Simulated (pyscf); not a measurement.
`[CH3][NH2]` + `[CH3]` [doublet] -> `[CH3][NH]` [doublet] + `[CH4]` (hydrogen abstraction; doublet surface; H–N broken, C–H formed). Structures and frequencies: ωB97X-D3(BJ)/def2-SVP in PySCF. Energies in kJ/mol from the separated reactants.

| level | barrier | reaction energy |
|---|---|---|
| PBE/def2-TZVP | [?] | -30.4 |
| r²SCAN/def2-TZVP | 30.8 | -27.8 |
| PBE0-D3(BJ)/def2-TZVP | 33.6 | -27.6 |
| M06-2X/def2-TZVP | 49.3 | -22.6 |
| ωB97M-D3(BJ)/def2-TZVP | 49.6 | -26.7 |
| HF/def2-TZVP | [?] | [?] |

### Question
Complete the blanks.

### Answer

- PBE/def2-TZVP, barrier: 15.8
- HF/def2-TZVP, barrier: 117.5
- HF/def2-TZVP, reaction energy: -36.0

The functionals in the table span 33.8 kJ/mol in this barrier, from PBE to ωB97M-D3(BJ)/def2-TZVP. H₃C–NH• lies 30.4 kJ/mol over its isomer •H₂C–NH₂ (electronic energy, ωB97M-D3(BJ)/def2-TZVP). This is the saddle that the search found; another between the same sides may lie lower. The angle at the transferred H is 165°.
